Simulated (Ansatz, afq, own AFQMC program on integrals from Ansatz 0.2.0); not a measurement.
**BHO, singlet: a scan with AFQMC**

```xyz
3

B     0.0000    0.0000    0.0084
O     0.0000    0.0000   -1.1895
H     0.0000    0.0000    1.1811
```

The B1–O2 distance is changed with both sides rigid. Energies in kcal/mol count from this geometry (1.198 Å) at the same level; the start stands on RHF, each point on the determinant named.

Basis cc-pVDZ. Noble-gas cores (and the filled d shells of Ga–Kr and In–Xe) are frozen. Ansatz 0.2.0 and our own AFQMC program on the same integrals; the CISD trial comes from CCSD amplitudes, and released means the phaseless constraint is let go. Error bars are statistical, one sigma.

Cautions, each for one point or more: CCSDT(Q) on the RHF determinant differs, perhaps since the unrestricted series falls towards higher spin; an unrestricted solution with more broken spin lies lower; cluster runs in doubt by the program's own checks; higher spins were not checked; raised T1 diagnostic; released walk and highest rung disagree; strong correlation; unrestricted determinant spin contaminated; walk and cluster series may follow different spin states.

| r(B1–O2) / Å | det. | T1 | weight | ⟨S²⟩ | CCSD(T) | ph-AFQMC/CISD | CCSDT(Q) | CCSD | PBE0 |
| --- | --- | --- | --- | --- | --- | --- | --- | --- | --- |
| 0.976 | RHF | 0.013 | 0.92 | pure | 97.8 | 98.2 ± 0.4 | 98.2 | 95.8 | 91.0 |
| 1.497 | RHF | 0.045 | 0.86 | pure | 45.5 | 45.1 ± 0.6 | 44.5 | 50.3 | 52.9 |
| 4.046 | UHF†‡¶ | 0.008 | 0.78 | 1.01 | 219.5 | 257.4 ± 0.8 | 211.0 | 221.2 | 243.3§ |

Weight is that of the determinant in the CISD state; at the start T1 is 0.022 and the weight 0.90. ¶ marks points with a poor determinant and no full CI, where no value is sure; they don't count among the departures. A dagger marks points whose determinant fills other symmetries than the start's, so the wave-function levels may follow another state there, or a degenerate partner. A double dagger marks points where the walks on two determinants ended up to 3.8 kcal/mol apart; the lower is shown. § marks a functional whose ⟨S²⟩ is too high by over 0.1. Largest departures from phaseless AFQMC with a CISD trial: CCSD(T) 0.4 kcal/mol at 1.497 (on RHF) (within the noise), CCSDT(Q) -0.7 kcal/mol at 1.497 (on RHF) (within the noise), CCSD 5.1 kcal/mol at 1.497 (on RHF), PBE0 7.8 kcal/mol at 1.497. The walk's constraint bias lies outside its error bars, so these are departures and not errors. Functionals count only at points shown to share the start's state and spin. In this small basis the wave-function levels are far from their limit, so their gap to the functionals isn't the functionals' error.

Some points may be missing: those where a free walk finds a much lower state, and past Zn most of those on another determinant than at the start.

CCSDT and higher add their correlation energy to the determinant of the CCSD(T) run, since their own runs factorise the integrals more tightly (a shift of under 2 meV). A walk keeps the symmetry of its determinant, which the program's search chose and which needn't be the lowest solution, so a lower state of the same spin and another symmetry isn't excluded.
